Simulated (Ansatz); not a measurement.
```yaml
crystal:
  periodic: [false, false, false]
  atoms:
    - {symbol: Ti, position_ang: [0.000000, 0.000000, 0.000000]}
    - {symbol: S, position_ang: [0.000000, 0.000000, 2.500000]}
basis:
  gaussian: {orbitals: def2-TZVP}
magnetization: {spin_polarized: true, initial_magnetization: 4}
hamiltonian: {xc: pbe0}
relax: {f_tol: 0.004, max_steps: 80}
```

```sh
$ ansatz run in.yaml --threads 1 --pin off --events-out ev --progress --plain --max-ram 2176MiB
```

Steps of the relaxation (energy above the last step; positions in Å, forces in eV/Å):

```
2
step 1, 83.6 meV
Ti    0.000    0.000    0.000    0.000    0.000    1.087
S     0.000    0.000    2.500    0.000    0.000   -1.087
```

```
2
step 2, 1.8 meV
Ti    0.000    0.000    0.079    0.000    0.000   -0.194
S     0.000    0.000    2.421    0.000    0.000    0.194
```

```
2
step 3, 0.0 meV
Ti    0.000    0.000    0.070    0.000    0.000    0.007
S     0.000    0.000    2.430    0.000    0.000   -0.007
```

```
2
step 4, 0.0 meV
Ti    0.000    0.000    0.070    0.000    0.000    0.000
S     0.000    0.000    2.430    0.000    0.000    0.000
```

Close pairs at the end: Ti1–S2 2.359 Å.

A stationary point of unrestricted PBE0 after 4 steps, with ⟨S²⟩ = 6.009 against 6.00 for a pure state. 74 s on 1 thread of Intel Xeon 6975P-C, shared host.
